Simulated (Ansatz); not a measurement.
Breaking a bond: CH, doublet.

UHF/def2-SVP (Ansatz, a quantum-chemistry and plane-wave program); UMP2 = MP2 on UHF/def2-SVP, frozen core run with Ansatz; UCCSD = CCSD on UHF/def2-SVP, frozen core (Ansatz); UCCSD(T) = Ansatz with CCSD(T) on UHF/def2-SVP, frozen core; UCCSDT = CCSDT on UHF/def2-SVP, frozen core in Ansatz; UCCSDT(Q) = CCSDT(Q) on UHF/def2-SVP, frozen core (Ansatz); UKS-BLYP = Ansatz with unrestricted BLYP/def2-SVP; UKS-PBE = unrestricted PBE/def2-SVP (Ansatz); FCI = full CI/def2-SVP, frozen core run with Ansatz.

All curves are set to zero at 1.13 Å and compared with full CI in the same basis at 1.13, 1.15, 1.22, 1.25, 1.31, 1.39, 1.54, 1.68, 1.88, 2.00, 2.24, 2.48, 2.77, 3.09, 3.42, 3.91, 4.58 Å.

Question: Which method stays most parallel to full CI over these points, and which least?

Answer: UCCSDT(Q) has the smallest spread and UHF the largest. In order (eV): UCCSDT(Q) 0.0022, UCCSDT 0.0055, UCCSD(T) 0.0871, UCCSD 0.1476, UKS-PBE 0.3696, UKS-BLYP 0.4136, UMP2 0.7084, UHF 1.2077.

Errors against full CI at some of the points (eV):

| method | 1.39 Å | 1.68 Å | 2.24 Å | 2.77 Å | 4.58 Å |
|---|---|---|---|---|---|
| UCCSDT(Q) | 0.000 | 0.000 | -0.001 | -0.001 | -0.002 |
| UCCSDT | 0.000 | 0.001 | 0.003 | 0.003 | -0.003 |
| UCCSD(T) | -0.002 | 0.009 | 0.072 | 0.035 | -0.015 |
| UCCSD | 0.011 | 0.046 | 0.105 | 0.014 | -0.043 |
| UKS-PBE | -0.094 | -0.110 | 0.159 | 0.225 | 0.249 |
| UKS-BLYP | -0.112 | -0.159 | 0.056 | 0.179 | 0.255 |
| UMP2 | 0.113 | 0.440 | 0.069 | -0.192 | -0.268 |
| UHF | 0.226 | 0.339 | -0.439 | -0.764 | -0.856 |

The unrestricted determinant behind UHF, UMP2, UCCSD, UCCSD(T), UCCSDT, UCCSDT(Q) is spin-contaminated at 0.89 to 4.58 Å (<S²> up to 1.8, against 0.75 for a pure doublet). The unrestricted determinant behind UKS-BLYP is spin-contaminated at 0.89 to 0.96, 2.00 to 4.58 Å (<S²> up to 1.8, against 0.75 for a pure doublet). The unrestricted determinant behind UKS-PBE is spin-contaminated at 0.89 to 1.15, 2.24 to 4.58 Å (<S²> up to 1.8, against 0.75 for a pure doublet).
